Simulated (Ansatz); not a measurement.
Basis-set extrapolation for C$_{2}$H$_{4}$N$_{2}$O, SMILES `OC1=NCN1` (PBE0-D4/def2-TZVP geometry, frozen core, Ansatz 0.2.0). Multiplicity 1, RHF reference.

```tsv
	def2-TZVPP	def2-QZVPP
HF	-261.884463	-261.896387
MP2 correlation	-0.957486	-1.025664
CCSD(T) correlation	-1.015858	not run
```

Energies in hartree. Use E(X) = E(∞) + A·exp(−7.88·√X) for Hartree–Fock and E(X) = E(∞) + B·X^(−2.97) for correlation, with X = 3 and 4, and add CCSD(T) minus MP2 of the smaller set to the MP2 limit.

Question: What is the CCSD(T) energy at the basis-set limit?

Answer: HF limit: -261.896387 + (-0.011924) × 0.13774 = -261.89803. MP2 limit: -1.025664 + (-0.068178) × 0.74074 = -1.07617. Higher-order term: -1.015858 − (-0.957486) = -0.05837. Total: -263.03257 hartree, 3.60 eV below CCSD(T)/def2-TZVPP.
